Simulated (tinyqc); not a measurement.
Born-Oppenheimer dynamics on the RHF/sto-6g surface (energies and gradients from PySCF), for H2O, spin multiplicity 1, step by step. Computed by tinyqc, a small Python program that keeps every step (integrals from PySCF). Settings: charge = 0, multiplicity = 1, basis = sto-6g, time step (fs) = 1.0, steps = 24. Command: `OMP_NUM_THREADS=1 python tinyqc.py 25695 25696 out.jsonl` (the two numbers bound the seeds that draw the settings). One thread of a shared host (Intel(R) Xeon(R) Processor @ 2.60GHz), about 4 s of CPU time with the checks.

positions (bohr):
```
            x          y         z
1O  -0.085038  -0.069920  0.005669
2H   0.003779   1.436192  1.334147
3H   0.005669  -1.366272  1.315249
```

The total energy should stay constant up to terms of order dt^2; the step counts as short enough if it moves by less than 2 % of the largest kinetic energy.

Trajectory:
```
time (fs)  1O-2H (angstrom)  potential (hartree)  kinetic (hartree)  total (hartree)
0.000000           1.063780         -75.67347679         0.00012538     -75.67335141
1.000000           1.050652         -75.67561194         0.00204448     -75.67356745
2.000000           1.004969         -75.67996226         0.00583711     -75.67412515
3.000000           0.949826         -75.67894153         0.00493844     -75.67400309
4.000000           0.922272         -75.67548095         0.00224646     -75.67323449
5.000000           0.945115         -75.67864986         0.00464947     -75.67400039
6.000000           0.997351         -75.67943119         0.00530903     -75.67412216
7.000000           1.041261         -75.67509231         0.00158967     -75.67350264
8.000000           1.053056         -75.67390578         0.00050795     -75.67339783
9.000000           1.027790         -75.67763151         0.00380103     -75.67383048
10.000000          0.978246         -75.67994182         0.00577535     -75.67416647
11.000000          0.934294         -75.67693335         0.00335340     -75.67357995
12.000000          0.930075         -75.67665346         0.00314072     -75.67351274
13.000000          0.969459         -75.67976065         0.00556663     -75.67419402
14.000000          1.021306         -75.67751462         0.00371556     -75.67379907
15.000000          1.054171         -75.67419889         0.00077041     -75.67342848
16.000000          1.052754         -75.67525651         0.00167939     -75.67357711
17.000000          1.018136         -75.67863045         0.00469159     -75.67393886
18.000000          0.967424         -75.67904674         0.00503889     -75.67400785
19.000000          0.931962         -75.67652043         0.00309000     -75.67343043
20.000000          0.938905         -75.67816865         0.00433834     -75.67383031
21.000000          0.980479         -75.67918932         0.00507257     -75.67411675
22.000000          1.023711         -75.67567377         0.00213205     -75.67354172
23.000000          1.042519         -75.67472323         0.00119264     -75.67353059
24.000000          1.028527         -75.67704782         0.00324647     -75.67380135
```

Is the time step short enough?

No. The total energy moves within 9.6e-04 hartree; that is over 2 % of the largest kinetic energy, so the time step is too long.
